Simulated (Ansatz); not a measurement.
Ansatz (a first-principles code) input (r2SCAN/def2-QZVP): A basis named .json is the Basis Set Exchange file of that set (core-valence sets with the plain set on hydrogen).

Ansatz 0.2 input:
```yaml
crystal:
  periodic: [false, false, false]
  atoms:
    - {symbol: Cl, position_ang: [-0.00000000, -0.00000000, -0.50551697]}
    - {symbol: O, position_ang: [0.00000000, 0.00000000, 1.07422357]}
basis:
  gaussian:
    orbitals: def2-QZVP.json
hamiltonian:
  xc: {name: r2SCAN}
magnetization: {spin_polarized: true, initial_magnetization: 1}
```

Output:

```
Functional definition: r2SCAN
integrals: 0.03 GiB planned
508 factors; their error is unknown
mean field: 0.38 GiB planned
mean field evaluation 1: about -14560.6356 eV, gradient 3.9e1 eV
mean field evaluation 2: about -14521.3191 eV, gradient 1.0e2 eV
mean field evaluation 4: about -14566.3061 eV, gradient 5.1e0 eV
mean field evaluation 8: about -14566.4100 eV, gradient 1.7e-1 eV
mean field evaluation 16: about -14566.4100 eV, gradient 6.0e-5 eV
mean field -14566.41001875 eV, -535.3056947218 hartree, gradient 6.0e-5 eV, S^2 0.756206; 1 other end points of the search recorded, 0 dependent functions left out
reference -14566.41002724 eV, -535.3056950338 hartree; 13, 12 occupied and 114, 115 virtual orbitals, 508 factors
Total energy: -14566.41002724 eV, -535.3056950338 hartree
```
